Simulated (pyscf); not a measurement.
HO–BH–F + hydrogen fluoride (HF) -> HO–B(F)–F + hydrogen (H₂) (four-centre exchange; singlet surface; B–H, F–H broken, B–F, H–H formed). Optimised with ωB97X-D3(BJ)/def2-SVP in PySCF. Energies in kcal/mol from the separated reactants.

```csv
level,barrier,reaction energy
ωB97X-D3(BJ)/def2-TZVP,___,___
PBE/def2-TZVP,18.2,-28.4
B3LYP-D3(BJ)/def2-TZVP,___,-29.4
PBE0-D3(BJ)/def2-TZVP,21.5,-28.6
M06-2X/def2-TZVP,24.5,-31.5
ωB97M-D3(BJ)/def2-TZVP,24.1,-29.1
```

Task: Some entries are withheld; supply them.

Result: 
- ωB97X-D3(BJ)/def2-TZVP, barrier: 24.8
- ωB97X-D3(BJ)/def2-TZVP, reaction energy: -28.8
- B3LYP-D3(BJ)/def2-TZVP, barrier: 24.6

The functionals in the table span 6.6 kcal/mol in this barrier, from PBE to ωB97X-D3(BJ)/def2-TZVP. On the reactant side the descent ends in a complex, 4.3 kcal/mol under the separated species and 29.1 kcal/mol under the saddle at ωB97X-D3(BJ)/def2-TZVP. The same reactants have a lower exit, to F–BH–F + H₂O (barrier +13.1 kcal/mol at ωB97M-D3(BJ)/def2-TZVP, against +24.1 kcal/mol here). One saddle was located; it need not be the lowest between these sides.
